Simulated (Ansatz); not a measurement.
# SiH3F (singlet): wave-function methods side by side, cc-pVDZ

The task here is to estimate one member of a computed series from the others.

Computed with Ansatz 0.2.0, Gaussian basis. Level: cc-pVDZ, core rule «outside noble gas», up to 6 orbitals frozen.

Plan: UHF; CCSD(T) on RHF; BCCD(T) on RHF; CISD; CCSDT(Q) on RHF; CCSDTQ on RHF.

13 further runs of the same task are left out: 7 for a known fault of the program, 2 that didn't finish, 4 set aside as unsound or not needed.

### What is computed

The geometry is a PBE0/def2-TZVP stationary point (not a proven minimum).

5 atoms, charge 0, spin multiplicity 1.

Atoms are counted from 1 here; the program's logs count them from 0.

Bond lengths: Si1–F2 1.600 Å, Si1–H3 1.482 Å, Si1–H4 1.482 Å, Si1–H5 1.482 Å. Angles: F2–Si1–H3 108.3°, F2–Si1–H4 108.3°, F2–Si1–H5 108.3°, H3–Si1–H4 110.6°, H3–Si1–H5 110.6°, H4–Si1–H5 110.6°.

The first run:

File in.yaml:

```yaml
crystal:
  periodic: [false, false, false]
  atoms:
    - {symbol: Si, position_ang: [-0.578455, -0.004376, 0.002820]}
    - {symbol: F, position_ang: [1.021345, 0.007727, -0.004979]}
    - {symbol: H, position_ang: [-1.054923, 1.398642, 0.006171]}
    - {symbol: H, position_ang: [-1.033025, -0.712062, 1.222673]}
    - {symbol: H, position_ang: [-1.044915, -0.710281, -1.213571]}
basis:
  gaussian: {orbitals: cc-pVDZ}
magnetization: {spin_polarized: true, initial_magnetization: 0}
hamiltonian: {xc: hf}
output: {orbitals: {seedname: orbitals}}
```

Run with:

```sh
ansatz run in.yaml --threads 1 --pin off --events-out ev --progress --plain --max-ram 4096MiB --backend cpu
```

Among the steps run: UHF; CCSD(T) on RHF; BCCD(T) on RHF; CISD; CCSDT(Q) on RHF; CCSDTQ on RHF.

One table of the session follows, with a row left open; its other results are not shown here.

It belongs to the step «Misses and costs». 

| method | from RCCSDTQ (meV) |
| --- | --- |
| RHF | +8800.3 |
| RMP2 | +826.0 |
| CISD | ? |
| RCCSD | +157.4 |
| RCCSD(T) | +27.6 |
| BCCD(T) | +24.5 |
| RCCSDT | +13.4 |
| RCCSDT(Q) | -0.7 |
| RCCSDTQ | 0 |

Q: Estimate the row for CISD from the others.

**Answer.** from RCCSDTQ (meV): +789.0. In the column «from RCCSDTQ (meV)» it lies between RCCSD (+157.4) and RMP2 (+826.0).
